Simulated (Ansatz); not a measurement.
Geometry optimisation, RKS LDA/def2-mTZVP in Ansatz.

Input:

```yaml
crystal:
  periodic: [false, false, false]
  atoms:
    - { symbol: B, position_ang: [0.0, 0.0, 0.0] }
    - { symbol: C, position_ang: [0.0, 0.0, 1.6] }
    - { symbol: H, position_ang: [-0.9996, -0.3092, 1.9705] }
    - { symbol: H, position_ang: [0.7676, -0.7111, 1.9705] }
    - { symbol: H, position_ang: [0.232, 1.0203, 1.9705] }
    - { symbol: H, position_ang: [1.0305, 0.0, -0.595] }
    - { symbol: H, position_ang: [-1.0305, 0.0, -0.595] }
basis:
  gaussian: { orbitals: def2-mTZVP }
hamiltonian:
  xc: lda
relax:
  f_tol: 0.02
  max_steps: 40
output:
  orbitals: {}
```

Launched with:

```bash
$ ansatz run input.yaml --threads 1 --pin off --max-ram 2048MiB --backend cpu --events-out ev --progress --plain --runs-dir out
```

**Question.** Where does it end, and by what steps?

**Answer.** The run converged. The force dipped under the threshold on the way, but the program's further checks kept it going. After 8 steps the energy has fallen by 0.097 eV; H7 moved furthest, 0.18 Å.

| step | energy less start (eV) | largest force component (eV/Å) | accepted |
| --- | --- | --- | --- |
| 0 | 0.0000 | 1.647 | yes |
| 1 | -0.0720 | 0.808 | yes |
| 2 | -0.0902 | 0.252 | yes |
| 3 | -0.0909 | 0.264 | yes |
| 4 | -0.0962 | 0.050 | yes |
| 5 | -0.0969 | 0.009 | yes |
| 6 | -0.0971 | 0.047 | yes |
| 7 | -0.0967 | 0.064 | no |
| 8 | -0.0972 | 0.001 | yes |

```xyz
7
Properties=species:S:1:pos:R:3
B 0.000 -0.018 0.029
C -0.012 -0.077 1.561
H -0.965 -0.374 2.026
H 0.829 -0.612 2.031
H 0.129 0.992 1.851
H 1.036 -0.094 -0.586
H -1.017 0.183 -0.591
```

Whether the end is a true minimum wasn't checked by a vibrational analysis.

Run time: 7.7 s on 1 thread of Arm Neoverse V1 (shared host), peak memory 0.1 GiB.
